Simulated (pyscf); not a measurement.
Single points on ωB97X-D3(BJ)/def2-SVP structures (PySCF, gas phase). Correlated levels are frozen-core, on RHF or UHF. ΔMP2 is the change of the MP2 total energy from the triple- to the quadruple-zeta basis.

PBE/def2-TZVP puts the barrier of `[OH][SiH]([F])[F]` + `[FH]` → `[F][SiH]([F])[F]` + `[OH2]` (four-centre exchange; singlet surface; O–Si, F–H broken, F–Si, H–O formed) at 10.5 kcal/mol and the reaction energy at -8.7 kcal/mol, from the separated reactants. What do r²SCAN/def2-TZVP, B3LYP-D3(BJ)/def2-TZVP, CCSD(T)/def2-TZVPP + ΔMP2(QZVPP) give on the same structures?

r²SCAN: ΔE‡ = 10.8 kcal/mol, ΔE = -8.9 kcal/mol; B3LYP-D3(BJ): ΔE‡ = 14.5 kcal/mol, ΔE = -8.5 kcal/mol; CCSD(T): ΔE‡ = 17.3 kcal/mol, ΔE = -8.5 kcal/mol. PBE's barrier lies under all of them, by 0.3 to 6.8 kcal/mol. Its reaction energy matches one of them and lies within 0.0 kcal/mol of the others. On the reactant side the descent ends in a complex, 5.2 kcal/mol under the separated species and 19.4 kcal/mol under the saddle at ωB97X-D3(BJ)/def2-TZVP. At ωB97X-D3(BJ) the barrier from the zero used here is 14.2 kcal/mol. This is the saddle that the search found; another between the same sides may lie lower. The CCSD(T) − MP2 part came from Ansatz, without density fitting, on the same reference.
